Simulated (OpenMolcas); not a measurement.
SiH3OF (SMILES O[SiH2]F): the vertical energy of the triplet above the singlet from total energies

SiH3OF has 6 atoms, charge 0, and is taken as a singlet. As SMILES, `O[SiH2]F`. The coordinates come from a PBE0-D4/def2-TZVP relaxation. This is one conformer, not always the lowest.

Both states at this one shape; open shells run unrestricted unless said. 1 Eh = 27.2114 eV.

| level | program | singlet SiH3OF (Eh) | triplet SiH3OF (Eh) |
| --- | --- | --- | --- |
| HF/aug-cc-pVDZ | OpenMolcas | -465.107812 | -464.796453 |
| TPSS/aug-cc-pVDZ | OpenMolcas | -466.515948 | -466.251776 |

Q: Work out the vertical gap, second state less first, at each level.

A: 
1. HF/aug-cc-pVDZ: -464.796453 − (-465.107812) = 0.311359 Eh = 8.47 eV.
2. TPSS/aug-cc-pVDZ: -466.251776 − (-466.515948) = 0.264172 Eh = 7.19 eV.

No measured value is set beside it here; the levels span 7.19 to 8.47 eV.
